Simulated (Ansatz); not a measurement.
## CH3FN+: structure from calculated spectroscopic constants

These gas-phase data were calculated for one isomer of CH3FN+ at B3LYP-D3(BJ)/6-311G** (harmonic, unscaled wavenumbers; equilibrium rotational constants with average atomic masses):

| Property | Result |
| --- | --- |
| rotational constants | 53.26, 10.06, 8.87 GHz |
| all wavenumbers above 1500 cm⁻¹ | 3430, 3419, 3322, 1623, 1608 |

Candidates:

(1) `[NH3+][C]F`, a singlet
(2) `[NH2+]=CF`, a singlet

Q: Which candidate do the data belong to?

A: Candidate (1). No mode falls between 2750 and 3290 cm⁻¹, where the C–H stretch of (2) would stand.

The same quantities for all candidates:

```
     rotational constants (GHz)   wavenumbers above 1500 cm⁻¹  E above the lowest, B3LYP-D3(BJ)/6-311G** (kcal/mol)
(1)          53.26, 10.06, 8.87  3430, 3419, 3322, 1623, 1608                                                  65.8
(2)          66.77, 11.1, 9.515  3578, 3468, 3199, 1765, 1583                                                   0.0
```

Harmonic stretches to hydrogen usually lie a few per cent above observed fundamentals. Each candidate is one conformer. Programs: Ansatz 0.2.0.
